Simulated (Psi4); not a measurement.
Psi4 input (wB97X-D/6-311+G**):

```
memory 1500 MB

molecule {
0 3
C    -0.50076219   -0.28146886    0.18228277
N     0.63541505    0.21282904   -0.13431407
H    -1.44333219    0.19900991   -0.15349818
symmetry c1
no_reorient
no_com
}

set {
  basis 6-311+G**
  reference uks
  scf_type pk
  dft_radial_points 99
  dft_spherical_points 590
  e_convergence 1e-8
  d_convergence 1e-7
  maxiter 150
}

e = energy('wb97x-d')
print_out(f'\nFINAL {e:.10f} DIPOLE {variable("CURRENT DIPOLE")[0]:.6f} {variable("CURRENT DIPOLE")[1]:.6f} {variable("CURRENT DIPOLE")[2]:.6f}\n')
```

Output:

```
   => Loading Basis Set <=

    Name: 6-311+G**
    Role: ORBITAL
    Keyword: BASIS
    atoms 1 entry C          line   129 file 6-311pgss.gbs
    atoms 2 entry N          line   150 file 6-311pgss.gbs
    atoms 3 entry H          line    42 file 6-311pgss.gbs

   => WB97X-D: Empirical Dispersion <=

    Chai and Head-Gordon Dispersion Correction
    Chai, J.-D.; Head-Gordon, M. (2010), J. Chem. Phys., 132: 6615-6620

        s6 =       1.000000

         ---------------------------------------------------------
                                   SCF
               by Justin Turney, Rob Parrish, Andy Simmonett
                          and Daniel G. A. Smith
                              UKS Reference
         ---------------------------------------------------------

  ==> Geometry <==

    Molecular point group: c1
    Full point group: C1

    Geometry (in Angstrom), charge = 0, multiplicity = 3:

       Center              X                  Y                   Z               Mass
    ------------   -----------------  -----------------  -----------------  -----------------
         C           -0.500762190000    -0.281468860000     0.182282770000    12.000000000000
         N            0.635415050000     0.212829040000    -0.134314070000    14.003074004430
         H           -1.443332190000     0.199009910000    -0.153498180000     1.007825032230

  Running in c1 symmetry.

  Rotational constants: A =     21.51595  B =      1.37289  C =      1.29054 [cm^-1]
  Rotational constants: A = 645031.91688  B =  41158.23636  C =  38689.53230 [MHz]
  Nuclear repulsion =   22.021534692401353

  Charge       = 0
  Multiplicity = 3
  Electrons    = 14
  Nalpha       = 8
  Nbeta        = 6

  ==> Algorithm <==

  SCF Algorithm Type is PK.
  DIIS enabled.
  MOM disabled.
  Fractional occupation disabled.
  Guess Type is SAD.
  Energy threshold   = 1.00e-08
  Density threshold  = 1.00e-07
  Integral threshold = 1.00e-12

  ==> Primary Basis <==

  Basis Set: 6-311+G**
    Blend: 6-311+G**
    Number of shells: 24
    Number of basis functions: 50
    Number of Cartesian functions: 52
    Spherical Harmonics?: true
    Max angular momentum: 2

  ==> DFT Potential <==

   => LibXC <=

    Version 7.1.2
    S. Lehtola, C. Steigemann, M. J. T. Oliveira, and M. A. L. Marques,  SoftwareX 7, 1–5 (2018) (10.1016/j.softx.2017.11.002)

   => Composite Functional: WB97X-D <=

    wB97X-D Hyb-GGA Exchange-Correlation Functional

    J.-D. Chai and M. Head-Gordon,  Phys. Chem. Chem. Phys. 10, 6615–6620 (2008) (10.1039/B810189B)

    Deriv               =              1
    GGA                 =           TRUE
    Meta                =          FALSE

    Exchange Hybrid     =           TRUE
    MP2 Hybrid          =          FALSE

   => Exchange-Correlation Functionals <=

    1.0000   wB97X-D range-separated functional

   => Exact (HF) Exchange <=

    0.7780            HF,LR [omega = 0.2000]
    0.2220               HF

   => LibXC Density Thresholds  <==

    XC_HYB_GGA_XC_WB97X_D:  1.00E-14

   => Molecular Quadrature <=

    Radial Scheme          =       TREUTLER
    Pruning Scheme         =           NONE
    Nuclear Scheme         =       TREUTLER

    Blocking Scheme        =         OCTREE
    BS radius alpha        =              1
    Pruning alpha          =              1
    Radial Points          =             99
    Spherical Points       =            590
    Total Points           =         171974
    Total Blocks           =           1316
    Max Points             =            256
    Max Functions          =             50
    Weights Tolerance      =       1.00E-15

  ==> Integral Setup <==

  Using in-core PK algorithm.
   Calculation information:
      Number of atoms:                   3
      Number of AO shells:              24
      Number of primitives:             44
      Number of atomic orbitals:        52
      Number of basis functions:        50

      Integral cutoff                 1.00e-12
      Number of threads:                 1

  Performing in-core PK
  Using 2440350 doubles for integral storage.
  We computed 45145 shell quartets total.
  Whereas there are 45150 unique shell quartets.

  Computing range-separated integrals for PK
  We computed 45145 wK shell quartets total.
  Whereas there are 45150 wK unique shell quartets.

  ==> DiskJK: Disk-Based J/K Matrices <==

    J tasked:                  Yes
    K tasked:                  Yes
    wK tasked:                 Yes
    Omega:               2.000E-01
    Schwarz Cutoff:          1E-12


  Cached 100.0% of DFT collocation blocks in 0.229 [GiB].

  Minimum eigenvalue in the overlap matrix is 3.5850360707E-03.
  Reciprocal condition number of the overlap matrix is 6.5356607384E-04.
    Using symmetric orthogonalization.

  ==> Pre-Iterations <==

  SCF Guess: Superposition of Atomic Densities via on-the-fly atomic UHF (no occupation information).

   -------------------------
    Irrep   Nso     Nmo
   -------------------------
     A         50      50
   -------------------------
    Total      50      50
   -------------------------

  ==> Iterations <==

                        Total Energy        Delta E     RMS |[F,P]|

   @UKS iter SAD:   -92.45532493526122   -9.24553e+01   0.00000e+00
   @UKS iter   1:   -93.18080920913111   -7.25484e-01   6.28876e-03 ADIIS/DIIS
   @UKS iter   2:   -93.19578088858083   -1.49717e-02   5.78679e-03 ADIIS/DIIS
   @UKS iter   3:   -93.23188260780233   -3.61017e-02   1.84774e-03 ADIIS/DIIS
   @UKS iter   4:   -93.23674453839728   -4.86193e-03   4.22403e-04 ADIIS/DIIS
   @UKS iter   5:   -93.23860274840422   -1.85821e-03   2.82850e-04 ADIIS/DIIS
   @UKS iter   6:   -93.24010321744963   -1.50047e-03   1.43807e-04 ADIIS/DIIS
   @UKS iter   7:   -93.24053316424570   -4.29947e-04   5.35212e-05 DIIS
   @UKS iter   8:   -93.24057407005837   -4.09058e-05   1.86825e-05 DIIS
   @UKS iter   9:   -93.24057762910495   -3.55905e-06   1.00078e-05 DIIS
   @UKS iter  10:   -93.24057889959424   -1.27049e-06   5.51359e-06 DIIS
   @UKS iter  11:   -93.24057928241176   -3.82818e-07   2.38630e-06 DIIS
   @UKS iter  12:   -93.24057936645114   -8.40394e-08   7.49917e-07 DIIS
   @UKS iter  13:   -93.24057937035430   -3.90315e-09   1.99618e-07 DIIS
   @UKS iter  14:   -93.24057937070155   -3.47256e-10   5.17227e-08 DIIS
  Energy and wave function converged.

  ==> Post-Iterations <==

   Electrons on quadrature grid:
      Nalpha   =    7.9999999998 ; deviation = -1.875e-10
      Nbeta    =    6.0000000006 ; deviation = 5.873e-10
      Ntotal   =   14.0000000004 ; deviation = 3.997e-10

   @Spin Contamination Metric:   3.591987735E-03
   @S^2 Expected:                2.000000000E+00
   @S^2 Observed:                2.003591988E+00
   @S   Expected:                1.000000000E+00
   @S   Observed:                1.000000000E+00

    Orbital Energies [Eh]
    ---------------------

    Alpha Occupied:

       1A    -14.502845     2A    -10.392440     3A     -1.045800
       4A     -0.697948     5A     -0.535723     6A     -0.499081
       7A     -0.458903     8A     -0.312878

    Alpha Virtual:

       9A      0.018773    10A      0.070039    11A      0.092580
      12A      0.103612    13A      0.116503    14A      0.201481
      15A      0.218400    16A      0.227418    17A      0.230231
      18A      0.296327    19A      0.397355    20A      0.524952
      21A      0.592553    22A      0.599792    23A      0.661226
      24A      0.801235    25A      0.873844    26A      0.892609
      27A      0.908772    28A      1.141896    29A      1.204907
      30A      1.231119    31A      1.351155    32A      1.529839
      33A      1.685054    34A      1.793713    35A      2.009811
      36A      2.057252    37A      2.108981    38A      2.326308
      39A      2.480163    40A      2.574132    41A      2.719108
      42A      2.831638    43A      2.863823    44A      2.974819
      45A      3.617996    46A      3.911477    47A      3.915992
      48A      4.533634    49A     23.876691    50A     35.567219

    Beta Occupied:

       1A    -14.484221     2A    -10.380184     3A     -0.982654
       4A     -0.645816     5A     -0.473603     6A     -0.431868

    Beta Virtual:

       7A     -0.146294     8A      0.029659     9A      0.045093
      10A      0.079467    11A      0.105277    12A      0.126274
      13A      0.141849    14A      0.206174    15A      0.236808
      16A      0.240592    17A      0.253674    18A      0.304993
      19A      0.424120    20A      0.540089    21A      0.603347
      22A      0.648852    23A      0.687333    24A      0.821761
      25A      0.905662    26A      0.929980    27A      0.934221
      28A      1.168374    29A      1.235474    30A      1.288718
      31A      1.401706    32A      1.569230    33A      1.718255
      34A      1.824827    35A      2.080661    36A      2.116881
      37A      2.177203    38A      2.369009    39A      2.505883
      40A      2.593769    41A      2.778241    42A      2.874918
      43A      2.882815    44A      3.051124    45A      3.641017
      46A      3.940653    47A      4.014430    48A      4.568221
      49A     23.898899    50A     35.595636

    Final Occupation by Irrep:
              A
    DOCC [     6 ]
    SOCC [     2 ]
    NA   [     8 ]
    NB   [     6 ]

  @UKS Final Energy:   -93.24057937070155

   => Energetics <=

    Nuclear Repulsion Energy =             22.0215346924013531
    One-Electron Energy =                -168.7778968656749612
    Two-Electron Energy =                  62.1766136925711734
    DFT Exchange-Correlation Energy =      -8.6607711333752437
    Empirical Dispersion Energy =          -0.0000597566238860
    VV10 Nonlocal Energy =                  0.0000000000000000
    Total Energy =                        -93.2405793707015533

  UHF NO Occupations:
  HONO-2 :    6  A 1.9991446
  HONO-1 :    7  A 1.0000000
  HONO-0 :    8  A 1.0000000
  LUNO+0 :    9  A 0.0008554
  LUNO+1 :   10  A 0.0003898
  LUNO+2 :   11  A 0.0003519
  LUNO+3 :   12  A 0.0001989

Computation Completed

Properties will be evaluated at   0.000000,   0.000000,   0.000000 [a0]

Properties computed using the SCF density matrix

 Multipole Moments:

 ------------------------------------------------------------------------------------
     Multipole            Electronic (a.u.)      Nuclear  (a.u.)        Total (a.u.)
 ------------------------------------------------------------------------------------

 L = 1.  Multiply by 2.5417464519 to convert [e a0] to [Debye]
 Dipole X            :         -0.7060529            0.0000000           -0.7060528
 Dipole Y            :         -0.1490849            0.0000001           -0.1490848
 Dipole Z            :          0.0905119           -0.0000001            0.0905118
 Magnitude           :                                                    0.7272753

 ------------------------------------------------------------------------------------

FINAL -93.2405793707 DIPOLE -0.706053 -0.149085 0.090512

*** Psi4 exiting successfully. Buy a developer a beer!
```
